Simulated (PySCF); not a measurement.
C5H5N.
Geometry (PBE0-D3(BJ)/def2-SVP, Å), atoms numbered from 1 in this order:
```xyz
11
C5H5N angstrom
C     -2.0873   -0.3944    0.2550
C     -0.8507    0.1230    0.2064
C      0.3263   -0.6705   -0.0767
C      1.5903   -0.1956   -0.1359
C      1.9162    1.1740    0.0781
N      2.1881    2.2892    0.2514
H     -2.9570    0.2301    0.4716
H     -2.2670   -1.4598    0.0800
H     -0.6976    1.1931    0.3857
H      0.1765   -1.7402   -0.2563
H      2.4263   -0.8645   -0.3563
```

Computed with PySCF at CAM-B3LYP/def2-SVPD, non-relativistic, on one gas-phase PBE0-D3(BJ)/def2-SVP geometry that isn't relaxed in the solvent. The solvent is an IEF-PCM continuum (van der Waals radii × 1.2), and excitations are vertical TDDFT with non-equilibrium linear response and a frozen core. The model holds no explicit solvent molecules, cavitation or dispersion.

Gas-phase singlets (H = HOMO, L = LUMO):

| state | E (eV) | λ (nm) | f | leading configuration |
| --- | --- | --- | --- | --- |
| S1 | 5.211 | 238 | 0.666 | H→L 97% |
| S2 | 6.173 | 201 | 0.000 | H-2→L 89% |
| S3 | 6.567 | 189 | 0.001 | H→L+1 62% |
| S4 | 6.831 | 182 | 0.015 | H-1→L 79% |
| S5 | 7.107 | 174 | 0.002 | H-4→L 55% |

Problem. Give the list for benzene (ε = 2.271), n² = 2.25.

Solution. 
| state | E (eV) | λ (nm) | f | leading configuration | change by rank (eV) |
| --- | --- | --- | --- | --- | --- |
| S1 | 4.949 | 251 | 0.799 | H→L 98% | -0.262 |
| S2 | 6.299 | 197 | 0.000 | H-2→L 85% | +0.126 |
| S3 | 6.537 | 190 | 0.001 | H→L+1 59% | -0.030 |
| S4 | 6.855 | 181 | 0.022 | H-1→L 83% | +0.024 |
| S5 | 7.059 | 176 | 0.002 | H-3→L 79% | -0.048 |

Problem. The ground-state energy changes by -0.134 eV from gas to benzene. By how much does the total energy of gas-phase S1 change?

Solution. E(S1) = E(S0) + excitation energy, so it changes by -0.134 − 0.262 = -0.396 eV: it is lowered more than the ground state, which is what a red shift means. This is the vertical state, with the slow part of the continuum still set for S0.

Problem. How do the frontier levels move from gas to benzene?

Solution. 
```csv
orbital,gas (eV),solvent (eV),change (eV),"Löwdin shares, gas","Löwdin shares, solvent"
LUMO+2,1.55,1.67,+0.12,"C2 27 %, C1 16 %, C3 15 %, N6 10 %","C2 27 %, C1 17 %, C3 14 %, N6 11 %"
LUMO+1,1.18,1.36,+0.18,"C3 17 %, H10 17 %, C4 16 %, H11 14 %","C4 18 %, C3 16 %, H11 14 %, H10 13 %"
LUMO,-1.14,-1.03,+0.11,"C3 20 %, C1 20 %, C4 20 %, C2 11 %","C3 21 %, C1 20 %, C4 20 %, C2 11 %"
HOMO,-8.66,-8.55,+0.11,"C1 21 %, C4 21 %, C2 16 %, C3 15 %","C1 22 %, C4 22 %, C2 17 %, C3 15 %"
HOMO-1,-11.00,-10.94,+0.06,"C2 23 %, N6 20 %, C5 16 %, C1 16 %","C2 24 %, N6 19 %, C3 16 %, C1 16 %"
HOMO-2,-11.06,-11.12,-0.06,"N6 46 %, C5 35 %, C4 7 %","N6 43 %, C5 32 %, C4 8 %"
HOMO-3,-11.90,-11.97,-0.07,"N6 68 %, C5 15 %","N6 28 %, C2 15 %, C3 12 %, C5 10 %"
```

The HOMO–LUMO gap goes from 7.52 to 7.52 eV. Rows go by rank; for HOMO-3 the atom shares or the degeneracy differ between the runs, so the row needn't follow one orbital.

Hardware: one thread of an Arm Neoverse V1, shared host. Cost: 17 s of wall time. This is the whole response run at CAM-B3LYP/def2-SVPD in benzene, SCF included.
